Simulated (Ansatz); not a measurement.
**Pulling the pair apart**

The pair of SiH4 (SMILES [SiH4], atoms 1–5) and CH3Cl (SMILES CCl, atoms 6–10), both closed shells, in one local arrangement (a lower one may exist), relaxed at PBE0-D4/def2-TZVP:

| atom | x (Å) | y (Å) | z (Å) |
| --- | --- | --- | --- |
| Si1 | -0.2271 | -0.0098 | -2.0668 |
| H2 | -0.7240 | -0.5838 | -3.3452 |
| H3 | 1.2221 | 0.2796 | -2.1916 |
| H4 | -0.4529 | -1.0032 | -0.9851 |
| H5 | -0.9762 | 1.2352 | -1.7686 |
| C6 | 0.1681 | -0.0893 | 2.1521 |
| Cl7 | 0.9340 | 1.1845 | 1.1842 |
| H8 | -0.1558 | -0.8831 | 1.4826 |
| H9 | -0.6854 | 0.3376 | 2.6736 |
| H10 | 0.8972 | -0.4677 | 2.8647 |

CH3Cl is shifted rigidly along the line between the mean atom positions of the two fragments (negative: closer). Counterpoise interaction energies in kJ/mol. Ansatz 0.2.0; basis: def2-TZVPPD; cores frozen in the correlated methods. B3LYP uses VWN-RPA correlation.

```tsv
shift (Å)	MP2	PBE0-D4	B3LYP-D4
-0.37	-1.8	-3.9	-2.7
-0.18	-4.7	-6.3	-5.7
0.00	-5.6	-6.9	-6.5
0.18	-5.5	-6.6	-6.2
0.44	-4.7	-5.6	-5.2
0.91	-3.0	-3.6	-3.1
1.83	-1.1	-1.3	-1.0
3.65	-0.2	-0.1	-0.1
```

Question: What does CCSD(T) give at these shifts? (An estimate is asked for; the value comes from the calculation.)

Answer: By the calculation: -0.9, -4.0, -5.1, -5.2, -4.5, -2.9, -1.1, -0.2 kJ/mol. For zero shift, CCSD(T) at an estimated basis limit (MP2 extrapolated from triple and quadruple zeta, plus CCSD(T) − MP2 in triple zeta) gives -6.5 kJ/mol. These are counterpoise interaction energies, counted from the two frozen fragments.

No T1 diagnostic of these runs exceeds 0.010.

For scale, one of the runs: CCSD(T)/def2-TZVPPD, 255 basis functions, launched by `ansatz run in.yaml --threads 4 --pin off --events-out ev --progress --plain --max-ram 9574MiB`. The run took 41 s on 4 CPU threads of an INTEL XEON PLATINUM 8581C (shared host), with 5.3 GiB of host memory at its peak.
